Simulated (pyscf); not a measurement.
**Routes from H₃Si–PH–SiH₃ + water (H₂O)**

Candidate steps break at most two bonds and form at most two. Each was searched with GFN2-xTB (tblite) first. Structures and frequencies: ωB97X-D3(BJ)/def2-SVP in PySCF. Energies: ωB97M-D3(BJ)/def2-TZVP, kcal/mol, from the separated reactants, singlet surface; ΔG‡ with ideal gas, 1 atm, RRHO with modes under 100 cm⁻¹ raised to 100, one conformer, R ln 2 for chiral ones without a mode under 150 cm⁻¹.

```tsv
products	type	ΔE‡	ΔE	ΔG‡ 298 K	ΔG‡ 900 K	ν‡ (cm⁻¹)
HO–SiH₂–PH–SiH₃ + H₂	four-centre exchange	33.9	-16.5	43.3	65.8	1305i
HO–SiH₃ + H₃Si–PH₂	four-centre exchange	34.6	-14.9	43.6	65.2	862i
```

Plain bond fissions and candidates not yet searched are not listed, and one of them may be faster. Each barrier is that of the saddle found; lower ones may exist.
